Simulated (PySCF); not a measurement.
## What each rung costs and misses: atomization of SCO, singlet

Geometry (MP2(full)/6-31G*, from the G2/97 set):

```xyz
3

O     0.0000    0.0000   -1.3076
C     0.0000    0.0000   -0.1288
S     0.0000    0.0000    1.4364
```

Measured, as an electronic atomization energy: 1395.5 kJ/mol (G2/97 heats of formation of molecule and atoms, with zero-point and thermal terms from B3LYP taken off; Curtiss et al., J. Chem. Phys. 106, 1063 (1997), Staroverov et al., J. Chem. Phys. 119, 12129 (2003)). The measured value holds scalar relativity and spin–orbit coupling, which all computed ones lack, and core correlation, which the wave-function levels lack. Atoms are taken at the same level; beside RHF, RMP2 and RCC rows they are unrestricted. (Q) wasn't run for open shells, so the atoms' step beyond CCSDT comes from their full CI. PySCF 2.14.0; the 6-31G* set has Cartesian d functions; a miss is computed less measured; times are wall times on shared hosts and scatter by a factor of two or so; they hold the correlated step alone (with one SCF for RCCSD(T)), and functionals start from a converged Hartree–Fock density. B3LYP has the VWN-RPA form, and B2PLYP's MP2 part freezes the cores. A small miss in a small set is a cancellation of the method's error against the basis error.

```tsv
level	basis	miss (kJ/mol)	time of the run	hardware
RCCSD(T)	STO-3G	-219.7	0.15 s	1 CPU thread
PBE0	STO-3G	19.4	0.8 s	1 CPU thread
B2PLYP	STO-3G	-87.7	0.84 s	1 CPU thread
B3LYP	STO-3G	2.7	0.85 s	1 CPU thread
PBE	STO-3G	173.4	0.88 s	1 CPU thread
r2SCAN	STO-3G	68.1	1.3 s	1 CPU thread
PBE0	6-31G	-185.7	1.3 s	1 CPU thread
RHF	cc-pV(D+d)Z	-565.2	1.4 s	1 CPU thread
RCCSD(T)	cc-pV(D+d)Z	-121.6	1.4 s	1 CPU thread
PBE0	6-31G*	-1.9	2.1 s	1 CPU thread
B3LYP	6-31G*	-21.7	2.1 s	1 CPU thread
r2SCAN	6-31G	-150.8	2.2 s	1 CPU thread
B3LYP	cc-pV(D+d)Z	-17.6	2.4 s	1 CPU thread
r2SCAN	cc-pV(D+d)Z	22.1	4.2 s	1 CPU thread
BLYP	cc-pV(T+d)Z	43.2	5.7 s	1 CPU thread
BHLYP	cc-pV(T+d)Z	-120.1	5.7 s	1 CPU thread
PBE	cc-pV(T+d)Z	110.8	5.7 s	1 CPU thread
PBE0	cc-pV(T+d)Z	17.1	5.8 s	1 CPU thread
B2PLYP	cc-pV(T+d)Z	2.5	5.9 s	1 CPU thread
B97M-V	STO-3G	97.3	7.8 s	1 CPU thread
wB97M-V	STO-3G	23.8	7.9 s	1 CPU thread
wB97X-V	6-31G	-217.1	10 s	1 CPU thread
B97M-V	6-31G	-167.3	10 s	1 CPU thread
wB97M-V	6-31G	-196.6	11 s	1 CPU thread
r2SCAN	cc-pV(T+d)Z	36.3	11 s	1 CPU thread
wB97X-V	6-31G*	-18.4	12 s	1 CPU thread
B97M-V	6-31G*	16.2	12 s	1 CPU thread
B97M-V	cc-pV(D+d)Z	17.4	12 s	1 CPU thread
CAM-B3LYP	cc-pV(T+d)Z	-11.3	13 s	1 CPU thread
wB97M-V	cc-pV(D+d)Z	4.2	13 s	1 CPU thread
HSE06	cc-pV(T+d)Z	11.8	14 s	1 CPU thread
RHF	cc-pV(T+d)Z	-542.2	14 s	1 CPU thread
B97M-V	cc-pV(T+d)Z	32.0	20 s	1 CPU thread
RCCSD(T)	cc-pV(T+d)Z	-50.7	21 s	1 CPU thread
B3LYP	cc-pV(Q+d)Z	-1.3	57 s	1 CPU thread
PBE	cc-pV(Q+d)Z	112.4	60 s	1 CPU thread
B2PLYP	cc-pV(Q+d)Z	13.2	76 s	1 CPU thread
B97M-V	cc-pV(Q+d)Z	33.4	84 s	1 CPU thread
RCCSDT(Q)	6-31G*	-107.5	4.6 min	1 CPU thread
RCCSDT(Q)	cc-pV(D+d)Z	-117.0	6 min	1 CPU thread
```

HF's time is that of a plain UHF run.

The smallest set from which on each level stays within 1 kcal/mol of its own cc-pV(Q+d)Z value (sets in order of size: STO-3G, 6-31G, 6-31G*, cc-pV(D+d)Z, cc-pV(T+d)Z, cc-pV(Q+d)Z): RHF cc-pV(T+d)Z; PBE cc-pV(T+d)Z; r2SCAN cc-pV(T+d)Z; B3LYP cc-pV(T+d)Z; B2PLYP none (cc-pV(T+d)Z is 2.6 kcal/mol off); RMP2 none (cc-pV(T+d)Z is 7.4 kcal/mol off); RCCSD(T) none (cc-pV(T+d)Z is 7.2 kcal/mol off).
